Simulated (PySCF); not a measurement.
Name the molecule from its bond curve

A diatomic of charge +1 contains O. Its triplet curve at r²SCAN0 in a triple-zeta basis (no relativity, PySCF), in eV from the separated fragments:

```tsv
R (Å)	E (eV)
0.888	-4.773
0.930	-5.029
0.971	-5.172
1.002	-5.220
1.033	-5.230
1.064	-5.207
1.105	-5.138
1.157	-5.005
1.219	-4.802
1.302	-4.487
```

The fit gives ωe = 3158 cm⁻¹ and the rotational constant Bₑ = 16.91 cm⁻¹.

**Question.** Which atom is the partner?

**Answer.** The minimum lies at 1.026 Å, so the reduced mass is 16.8576 u Å² cm⁻¹/(Bₑ·Re²) = 0.9470 u. With O at 15.99 u the partner weighs about 1.0 u: H. The molecule is OH⁺.

The state was picked by a PBE0 search and need not be the measured ground state.
